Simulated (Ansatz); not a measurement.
# How far each method lies from UCCSDT(Q) for AlB⁻, quartet

Geometry: a point of a stretch scan, not a stationary point.

| atom | x (Å) | y (Å) | z (Å) |
| --- | --- | --- | --- |
| B | 0.0000 | 0.0000 | 0.0000 |
| Al | 0.0000 | 0.0000 | 1.6230 |

Basis aug-cc-pVDZ; Ansatz 0.2.0. Correlated methods freeze the noble-gas cores, which leaves 7 electrons in 44 orbitals. Prefix R: restricted or restricted open-shell reference; prefix U: unrestricted. Active spaces: pair = (5e, 5o) about the gap; valence = (7e, 8o) chosen from the atoms' valence shells.

Full CI isn't at hand for all of this; UCCSDT(Q) serves as the reference, and is uncertain by about the last step of the cluster series. The frozen core follows each run's orbitals, which can shift R against U totals by a few meV.

For open shells CISD is restricted-active-space CI with the open shells as a complete middle space.

```
UHF ⟨S²⟩                          : 3.771
T1 diagnostic (RCCSD)             : 0.0616
largest doubles amplitude (RCCSD) : 0.066
T1 diagnostic (UCCSD)             : 0.0533
```

| level | E − E(UCCSDT(Q)) (mEh) | share of correlation (%) | wall time |
| --- | --- | --- | --- |
| RHF | 142.16 | 0.00 | – |
| UHF | 140.31 | 1.30 | – |
| RMP2 | 39.54 | 72.19 | – |
| UMP2 | 38.89 | 72.64 | – |
| CISD | 15.79 | 88.89 | 6 s |
| RCCSD | 9.12 | 93.58 | – |
| UCCSD | 9.17 | 93.55 | – |
| RCCSD(T) | 2.40 | 98.31 | 7 s |
| UCCSD(T) | 2.42 | 98.30 | 5.5 s |
| BCCD(T) | 2.27 | 98.40 | 7.5 s |
| RCCSDT | 0.54 | 99.62 | – |
| UCCSDT | 0.53 | 99.63 | – |
| RCCSDT(Q) | 0.05 | 99.96 | 31 s |
| CASSCF (pair space) | 129.03 | 9.23 | – |
| NEVPT2 (pair space) | 40.75 | 71.33 | 3.7 s |
| MRCISD (pair space) | 17.38 | 87.78 | – |
| MRCISD+Q (pair space) | 5.27 | 96.29 | 4 s |
| CASSCF (valence space) | 99.58 | 29.95 | – |
| NEVPT2 (valence space) | 27.36 | 80.76 | 3.4 s |
| MRCISD (valence space) | 8.83 | 93.79 | – |
| MRCISD+Q (valence space) | 1.00 | 99.30 | 4.6 s |

The correlation energy at UCCSDT(Q), counted from RHF, is -3.868 eV. That run took 26 s on 1 thread of Arm Neoverse V1, shared host.

Times hold each run's SCF and search for its determinant on a shared host, so for small cases they say little of a method's own cost; they ran on 1 thread of Arm Neoverse V1.

Natural occupations of CASSCF (valence space) about the gap: 1.974 1.911 1.008 0.994 0.994 0.049 0.049 0.021; effectively unpaired electrons, Σ n²(2−n)², 3.05.
